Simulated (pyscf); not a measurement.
This saddle point was located with ωB97X-D3(BJ)/def2-SVP in PySCF.

```xyz
10

O     -0.3035    -0.8149     1.7081
Cr    -0.9660    -1.0492     0.3583
O     -0.1336    -2.0532    -0.4265
F     -2.0431     0.2529    -0.4559
F     -2.4328    -1.8472     0.7022
Si    -0.4680     1.4917    -0.8311
H      0.1529     0.1322    -0.2715
H     -0.9535     1.4289    -2.2275
H      0.9478     1.9922    -0.9260
H     -1.1155     2.3613     0.1761
```

Surface: singlet, charge 0. Lowest wavenumbers (cm⁻¹): 210i, 49, 118, 244, 261.

**Question.** Which two sides does it connect, and which bonds change?

**Answer.** O=Cr(=O)(F)–F + SiH₄ ⇌ O=CrH(=O)–F + F–SiH₃, a four-centre exchange read from left to right: Cr–F, H–Si broken and Cr–H, F–Si formed. At ωB97M-D3(BJ)/def2-TZVP it lies +67.8 kJ/mol from the left side and +130.9 kJ/mol from the right (each side as separated species at their lowest minima found). One saddle was located; it need not be the lowest between these sides.
